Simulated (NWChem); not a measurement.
System: C anion, quartet

NWChem input:

```
start job
memory heap 200 mb stack 900 mb global 1100 mb
charge -1
geometry units angstroms noautoz
  C      0.000000     0.000000     0.000000
end
basis spherical
  C library def2-svp
end
dft
  odft
  mult 4
  xc mn15
  grid coarse
  iterations 150
  mulliken
end
task dft gradient
```

Excerpt of the output:

```
             Northwest Computational Chemistry Package (NWChem) 7.3.0
             --------------------------------------------------------

                             Geometry "geometry" -> ""
                             -------------------------

 Output coordinates in angstroms (scale by  1.889725989 to convert to a.u.)

  No.       Tag          Charge          X              Y              Z
 ---- ---------------- ---------- -------------- -------------- --------------
    1 C                    6.0000     0.00000000     0.00000000     0.00000000

 Effective nuclear repulsion energy (a.u.)       0.0000000000

                                 NWChem DFT Module
                                 -----------------

 Summary of "ao basis" -> "ao basis" (spherical)
 ------------------------------------------------------------------------------
       Tag                 Description            Shells   Functions and Types
 ---------------- ------------------------------  ------  ---------------------
 C                          def2-svp                 6       14   3s2p1d

            General Information
            -------------------
          SCF calculation type: DFT
          Wavefunction type:  spin polarized.
          No. of atoms     :     1
          No. of electrons :     7
           Alpha electrons :     5
            Beta electrons :     2
          Charge           :    -1
          Spin multiplicity:     4
          Use of symmetry is: off; symmetry adaption is: off
          Maximum number of iterations: 150
          AO basis - number of functions:    14
                     number of shells:     6
          Convergence on energy requested:  1.00D-06
          Convergence on density requested:  1.00D-05
          Convergence on gradient requested:  5.00D-04

              XC Information
              --------------
                         MN15 Method XC Functional
                     Hartree-Fock (Exact) Exchange  0.440
                          MN15 Exchange Functional  1.000
                        MN15 Correlation Potential  1.000

             Grid Information
             ----------------
          Grid used for XC integration:  coarse
          Radial quadrature: Mura-Knowles
          Angular quadrature: Lebedev.
          Tag              B.-S. Rad. Rad. Pts. Rad. Cut. Ang. Pts.
          ---              ---------- --------- --------- ---------
          C                   0.70       35           4.0       302
          Grid pruning is: on
          Number of quadrature shells:    35
          Spatial weights used:  Erf1

      Superposition of Atomic Density Guess
      -------------------------------------

 Sum of atomic energies:         -37.62481053

 Renormalizing density from       6.00 to      7

      Non-variational initial energy
      ------------------------------

 Total energy =     -40.930081
 1-e energy   =     -58.753109
 2-e energy   =      17.823028
 HOMO         =       0.401707
 LUMO         =       0.401707

     ---------------------------------------------
      Total Density - Mulliken Population Analysis
     ---------------------------------------------

    Atom       Charge   Shell Charges
 -----------   ------   -------------------------------------------------------
    1 C    6     7.00   1.99  0.80  1.21  0.67  2.33  0.00

     --------------------------------------------
      Spin Density - Mulliken Population Analysis
     --------------------------------------------

    Atom       Charge   Shell Charges
 -----------   ------   -------------------------------------------------------
    1 C    6     3.00  -0.00  0.00  0.00  0.67  2.33  0.00

   convergence    iter        energy       DeltaE   RMS-Dens  Diis-err
 ---------------- ----- ----------------- --------- --------- ---------
 d= 0,ls=0.0,diis     1    -37.5790927295 -3.76D+01  7.75D-02  3.59D-01
                                                     3.63D-02  5.11D-02
 d= 0,ls=0.0,diis     2    -37.6957473690 -1.17D-01  2.83D-02  1.36D-01
                                                     2.33D-02  4.91D-02
 d= 0,ls=0.0,diis     3    -37.7699136697 -7.42D-02  2.38D-03  2.17D-04
                                                     4.74D-03  5.75D-04
 d= 0,ls=0.0,diis     4    -37.7703227722 -4.09D-04  3.39D-04  3.11D-05
                                                     7.75D-04  4.01D-05
 d= 0,ls=0.0,diis     5    -37.7703516270 -2.89D-05  2.27D-05  1.27D-07
                                                     7.10D-05  2.30D-07
 d= 0,ls=0.0,diis     6    -37.7703517782 -1.51D-07  2.76D-06  6.82D-10
                                                     3.88D-06  7.67D-10

         Total DFT energy =      -37.770351778157
      One electron energy =      -52.866381592979
           Coulomb energy =       20.568032911851
    Exchange-Corr. energy =       -5.472003097029
 Nuclear repulsion energy =        0.000000000000

 Numeric. integr. density =        6.999989607119

                    DFT Final Alpha Molecular Orbital Analysis
                    ------------------------------------------

 Vector    3  Occ=1.000000D+00  E= 8.988566D-02
              MO Center=  4.9D-17,  1.1D-17, -1.4D-16, r^2= 1.2D+00
   Bfn.  Coefficient  Atom+Function         Bfn.  Coefficient  Atom+Function
  ----- ------------  ---------------      ----- ------------  ---------------
     9      0.453963  1 C  pz                 6      0.448385  1 C  pz
     7      0.351758  1 C  px                 4      0.347436  1 C  px

[...]

                         DFT ENERGY GRADIENTS

    atom               coordinates                        gradient
                 x          y          z           x          y          z
   1 C       0.000000   0.000000   0.000000    0.000000   0.000000  -0.000000
```

Level: MN15/def2-SVP, spin-unrestricted. Sets without diffuse functions describe the anion's extra electron poorly. No stability test was run on the SCF state. The highest occupied level is positive, so the extra electron may be held by the finite basis.
